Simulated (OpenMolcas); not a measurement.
**singlet [SiN2H5]−: levels of theory compared**

We compute a comparison of 6 runs (HF/STO-3G, HF/def2-SVPD, BHLYP/def2-SVPD, M06-2X/def2-SVPD, revPBE/def2-SVPD, MP2/def2-SVPD) of singlet [SiN2H5]−. 

The results are computed with OpenMolcas 26.06.

**1. The molecule**

[SiN2H5]− has 8 atoms, charge -1, and is taken as a singlet. As SMILES of the parent species, `N[SiH]N`. The coordinates come from a PBE0-D4/def2-TZVP relaxation. This is one conformer, not always the lowest. That shape belongs to the parent species and isn't relaxed for this state.

Bond lengths: N1–Si2 1.713 Å, Si2–N3 1.720 Å, N1–H4 1.008 Å, N1–H5 1.005 Å, Si2–H6 1.504 Å, N3–H7 1.008 Å, N3–H8 1.008 Å. Angles: N1–Si2–N3 106.1°, N1–Si2–H6 117.2°, N3–Si2–H6 103.6°, Si2–N1–H4 122.2°, Si2–N1–H5 121.8°, Si2–N3–H7 120.2°, Si2–N3–H8 119.6°, H4–N1–H5 112.8°, H7–N3–H8 111.5°.

**2. A single-point energy at HF/STO-3G (run 1)**

File geom.xyz:

```xyz
8

N     -1.027000     0.622100    -0.768300
Si     0.527700     0.579900    -0.050700
N      0.789500    -1.052600     0.425100
H     -1.817900     0.144500    -0.364600
H     -1.296600     1.349400    -1.406800
H      0.716400     1.354100     1.225100
H      0.730800    -1.794000    -0.255200
H      1.468900    -1.260500     1.139500
```

File job.input:

```
* H5N2Si Hartree-Fock
&GATEWAY
BasLib = $CurrDir
Coord = geom.xyz
Basis = STO-3G
Group = NoSym
&SEWARD
&SCF
Charge = -1
Thresholds = 1e-10 1e-07 1e-07 1e-05
PrOrbitals = 0
```

The basis set STO-3G is read from a file made from the Basis Set Exchange's data (not shown).

The run is started by

```
$ export MOLCAS_MEM=1860
$ pymolcas job.input > job.log
```

What it wrote:

```text
--- Start Module: gateway ---
[...]
--- Stop Module: gateway /rc=_RC_ALL_IS_WELL_ ---
--- Start Module: seward ---
[...]
      Basis functions           24
--- Stop Module: seward /rc=_RC_ALL_IS_WELL_ ---
--- Start Module: scf ---
[...]
       Convergence after  12 Iterations
[...]
::    Total SCF energy                               -395.7294216768
[...]
      Total spin, S                                     0.0000000000
[...]
      Total electronic charge=   34.000000
      Total            charge=   -1.000000
[...]
      Dipole Moment (debye):
      Origin of the operator (angstrom)=    0.1842    0.1637   -0.0964
                   X= -1.3641E+00               Y= -1.3356E+00               Z= -1.0218E-01           Total=  1.9118E+00
      Center of Charge (angstrom)
[...]
--- Stop Module: scf /rc=_RC_ALL_IS_WELL_ ---
[...]
```

It took 1.3 s on 1 thread of Arm Neoverse V2, shared host; peak memory 0.37 GiB.

**3. A single-point energy at HF/def2-SVPD (run 2)**

File struct.xyz:

```xyz
8

N     -1.027000     0.622100    -0.768300
Si     0.527700     0.579900    -0.050700
N      0.789500    -1.052600     0.425100
H     -1.817900     0.144500    -0.364600
H     -1.296600     1.349400    -1.406800
H      0.716400     1.354100     1.225100
H      0.730800    -1.794000    -0.255200
H      1.468900    -1.260500     1.139500
```

File job.inp:

```
* H5N2Si Hartree-Fock
>>> EXPORT MOLCAS_PRINT=2
&GATEWAY
BasLib
$CurrDir
Coord
struct.xyz
Basis
def2-SVPD
Group
NoSym
&SEWARD
&SCF
Charge
-1
Thresholds
1e-10 1e-07 1e-07 1e-05
PrOrbitals
1
```

The basis set def2-SVPD is read from a file made from the Basis Set Exchange's data (not shown).

The run is started by

```
$ export MOLCAS_MEM=1860
$ pymolcas job.inp > job.log
```

What it wrote:

```text
--- Start Module: gateway ---
[...]
--- Stop Module: gateway /rc=_RC_ALL_IS_WELL_ ---
--- Start Module: seward ---
[...]
      Basis functions          104
--- Stop Module: seward /rc=_RC_ALL_IS_WELL_ ---
[...]
--- Start Module: scf ---
[...]
       Convergence after  19 Iterations
[...]
::    Total SCF energy                               -400.5421729409
[...]
      Total spin, S                                     0.0000000000
[...]
      Total electronic charge=   34.000000
      Total            charge=   -1.000000
[...]
      Dipole Moment (debye):
      Origin of the operator (angstrom)=    0.1842    0.1637   -0.0964
                   X= -3.2012E+00               Y= -3.6386E+00               Z=  1.1625E+00           Total=  4.9839E+00
      Center of Charge (angstrom)
[...]
--- Stop Module: scf /rc=_RC_ALL_IS_WELL_ ---
[...]
```

Wall time 11 s (1 thread of Arm Neoverse V2, shared host); peak memory 0.59 GiB.

Runs 3 to 5 aren't shown in full; the table further down has their settings and results.

**4. A single-point energy at MP2/def2-SVPD (run 6)**

File mol.input:

```
&GATEWAY
BasLib=$CurrDir
Coord
8
angstrom
N       -1.027000       0.622100      -0.768300
Si       0.527700       0.579900      -0.050700
N        0.789500      -1.052600       0.425100
H       -1.817900       0.144500      -0.364600
H       -1.296600       1.349400      -1.406800
H        0.716400       1.354100       1.225100
H        0.730800      -1.794000      -0.255200
H        1.468900      -1.260500       1.139500
Basis=def2-SVPD
Group=NoSym
&SEWARD
&SCF
Charge=-1
Thresholds=1e-10 1e-07 1e-07 1e-05
PrOrbitals=1
&MBPT2
Frozen=7
```

The basis set def2-SVPD is read from a file made from the Basis Set Exchange's data (not shown).

The run is started by

```
$ export MOLCAS_MEM=1860
$ pymolcas mol.input > mol.log
```

What it wrote:

```text
--- Start Module: gateway ---
[...]
--- Stop Module: gateway /rc=_RC_ALL_IS_WELL_ ---
[...]
      Basis functions          104
[...]
--- Start Module: scf ---
[...]
       Convergence after  19 Iterations
[...]
::    Total SCF energy                               -400.5421729409
[...]
      Total spin, S                                     0.0000000000
[...]
      Total electronic charge=   34.000000
      Total            charge=   -1.000000
[...]
      Dipole Moment (debye):
      Origin of the operator (angstrom)=    0.1842    0.1637   -0.0964
                   X= -3.2012E+00               Y= -3.6386E+00               Z=  1.1625E+00           Total=  4.9839E+00
      Center of Charge (angstrom)
[...]
--- Stop Module: scf /rc=_RC_ALL_IS_WELL_ ---
[...]
--- Start Module: mbpt2 ---
[...]
WARNING!
Default frozen orbitals as non valence orbitals is overwritten by user input.
Default values:   4
[...]
       Reference weight ( Cref**2 )         =        0.84881
::    Total MBPT2 energy                             -401.0299040818
[...]
      Total MBPT2 calculations                           0.37      0.41
--- Stop Module: mbpt2 /rc=_RC_ALL_IS_WELL_ ---
[...]
```

Run time: 11 s. Hardware: 1 thread of Arm Neoverse V2, shared host; peak memory 0.59 GiB.

**5. Overview of the runs**

| run | level | integration grid | frozen core orbitals | energy (Eh) | HOMO energy (eV) | LUMO energy (eV) | HOMO–LUMO gap (eV) | wall time |
| --- | --- | --- | --- | --- | --- | --- | --- | --- |
| 1 | HF/STO-3G | – | – | -395.729422 | 5.46 | 22.04 | 16.58 | 1.3 s |
| 2 | HF/def2-SVPD | – | – | -400.542173 | 0.31 | 6.94 | 6.62 | 11 s |
| 3 | BHLYP/def2-SVPD | UltraFine | – | -401.763127 | 1.34 | 5.37 | 4.03 | 36 s |
| 4 | M06-2X/def2-SVPD | UltraFine | – | -401.762817 | 1.25 | 5.39 | 4.14 | 59 s |
| 5 | revPBE/def2-SVPD | UltraFine | – | -401.738772 | 2.77 | 4.17 | 1.40 | 43 s |
| 6 | MP2/def2-SVPD | – | 7 | -401.029904 | 0.31 | 6.94 | 6.62 | 11 s |

**6. Outcome**

| quantity | value |
| --- | --- |
| run 6: total energy | -401.02990 Eh |
| run 6: HOMO energy (Hartree–Fock orbitals) | 0.31 eV |
| run 6: LUMO energy (Hartree–Fock orbitals) | 6.94 eV |
| run 6: HOMO–LUMO gap (to an unbound level, set by the basis) | 6.62 eV |
| run 6: correlation energy (7 core orbitals frozen) | -487.7 mEh |

**Reading.** Over runs 1, 2, 3, 4, 5 the HOMO–LUMO gap runs from 1.40 eV (revPBE/def2-SVPD) to 16.58 eV (HF/STO-3G). The two ends differ in method and basis. The empty levels of an anion lie above zero and hang on the basis. Totals of different functionals can't be ranked against each other. In runs 1, 2, 3, 4, 5, 6 the HOMO lies above zero, so the outermost electron may be held by the basis alone. In run 1 the basis is minimal, so the values are rough. All runs together took 2.7 min, the longest 59 s.
